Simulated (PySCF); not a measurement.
## C4H4OS: core ionisation energies

Thiophen-2-ol, C4H4OS.
Cartesian coordinates in Å at the PBE0-D3(BJ)/def2-SVP level; atoms count from 1:
```
atom  x, y, z in Å
O1     2.331    0.043   -0.327
C2     1.009    0.093   -0.097
C3     0.090   -0.838   -0.502
C4    -1.239   -0.469   -0.141
C5    -1.312    0.720    0.528
S6     0.251    1.433    0.714
H7     2.801    0.621    0.283
H8     0.373   -1.748   -1.030
H9    -2.116   -1.079   -0.362
H10   -2.188    1.224    0.933
```

Level of theory: delta-SCF UKS SCAN, pcX-2 on the ionised atom, pcseg-1 elsewhere, spin-free X2C in PySCF 2.14.0. Vertical ΔSCF values, vacuum level as zero.

Problem. List the computed XPS lines with their assignment.

Solution. 
```csv
atom(s),environment,level,binding energy (eV),above the level's lowest (eV),count
S6,thiophene-type sulfur,S 1s,2477.95,0.00,1
O1,phenol-type oxygen,O 1s,539.80,0.00,1
C2,aromatic carbon bearing oxygen,C 1s,292.36,+2.23,1
C5,aromatic CH next to a ring sulfur,C 1s,290.51,+0.38,1
C4,aromatic CH carbon,C 1s,290.40,+0.27,1
C3,aromatic CH carbon,C 1s,290.13,0.00,1
```

Lowest listed C 1s: C3, bonded to 2 C (aromatic in the SMILES) and H. Highest, 2.23 eV above it: C2, bonded to O, S (aromatic in the SMILES) and C (aromatic in the SMILES). The widest gap between neighbouring values is 1.85 eV, between 290.51 and 292.36 eV. Summing the Pauling electronegativity differences to the bonded atoms, each weighted by its formal bond order, gives -0.35 for the lowest site and +0.94 for the highest; no listed site has a larger sum than the highest.

Problem. Express the binding energy of C 1s of C5 in atomic units and per mole.

Solution. 290.51 eV = 10.6760 Eh = 28030 kJ/mol.

Not every level is listed. Isolated species at its PBE0-D3(BJ)/def2-SVP geometry (one conformer only).
